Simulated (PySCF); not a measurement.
Spin states of AlB⁺

Unrestricted PBE0; basis Al def2-SVPD, B def2-SVPD; no relativity; PySCF 2.14. Outer shells of the fragments: Al+ 3s2; B 2s2 2p1.

Followed along the bond (rough minima from three points):

```json
{"2Ms+1": "2", "unpaired": "σ ↑", "⟨S²⟩ at the start": "0.76", "R at minimum (Å)": "2.72", "Te (eV)": "0.00"}
{"2Ms+1": "2", "unpaired": "π ↑", "⟨S²⟩ at the start": "1.04", "R at minimum (Å)": "2.32", "Te (eV)": "0.35"}
{"2Ms+1": "4", "unpaired": "σ ↑↑, π ↑", "⟨S²⟩ at the start": "3.75", "R at minimum (Å)": "2.07", "Te (eV)": "1.47"}
{"2Ms+1": "4", "unpaired": "σ ↑, π ↑↑", "⟨S²⟩ at the start": "3.78", "R at minimum (Å)": "none in the scan", "Te (eV)": "≤ 1.66"}
```

Solutions found at the starting distance of 2.110 Å, counted from the lowest of them; the search is not exhaustive and high or unbound solutions are not listed, so other states can lie among these:

```tsv
2Ms+1	unpaired	term	E (eV)	⟨S²⟩	⟨Lz²⟩	μ (D)
2	π ↑	²Π	0.00	1.04	1.00	-0.62
2	σ ↑	²Σ⁺	0.31	0.76	0.00	0.67
4	σ ↑↑, π ↑	⁴Π	1.03	3.75	1.00	-1.31
4	σ ↑, π ↑↑	⁴Σ⁻	1.42	3.78	0.00	-1.86
2	σ ↑↑, π ↓	mixed	1.71	1.75	1.00	-1.38
2	σ ↑, π ↑↓	mixed	2.16	1.78	2.01	-1.69
```

A term symbol is given only where ⟨S²⟩ and ⟨Lz²⟩ are close to those of a pure state; real π, δ and φ orbitals otherwise mix terms. A positive dipole points towards B; it is taken about the centre of mass and depends on that origin.

Problem. Compare the gap between the two lowest followed solutions at the starting distance with the gap between their minima.

Solution. At PBE0 the second solution (doublet, unpaired electrons π ↑) lies -0.31 eV from the first (doublet, unpaired electrons σ ↑) at 2.110 Å and +0.35 eV at the minima; the two curves relax by different amounts, since their minima lie near 2.32 and 2.72 Å.

Counting both spins, an empty level lies below a filled one in some of these solutions, because spin and occupation are held.
